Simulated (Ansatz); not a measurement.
`[AlH2][CH2]Cl`, relaxed with RKS PBE0-D4/def2-TZVP in Ansatz from a PBE-D4/def2-SVP geometry. The force threshold is 0.005 eV/Å; the program also tests the step.

The species carries charge 0 and has multiplicity 1.

Start:

```xyz
7

Al    0.489    0.870   -0.527
C    -0.387   -0.720    0.273
Cl   -0.504   -0.592    2.079
H     0.972    2.093    0.378
H     0.687    0.875   -2.119
H     0.160   -1.658    0.037
H    -1.417   -0.867   -0.121
```

By how much does the energy fall, and how many steps does the optimiser take? (An estimate is asked.)

Computed: 0.53 kcal/mol, in 4 steps.

Which bonds change most? (Best estimate.)

Computed: C2–Cl3 from 1.814 to 1.792 Å; C2–H7 from 1.112 to 1.093 Å; C2–H6 from 1.112 to 1.093 Å; Al1–H5 from 1.604 to 1.589 Å.

Give the relaxed structure. (An estimate is asked.)

Ansatz gave: 
```xyz
7

Al    0.485    0.863   -0.527
C    -0.385   -0.715    0.267
Cl   -0.498   -0.586    2.050
H     0.960    2.067    0.381
H     0.682    0.867   -2.103
H     0.157   -1.638    0.044
H    -1.401   -0.858   -0.111
```
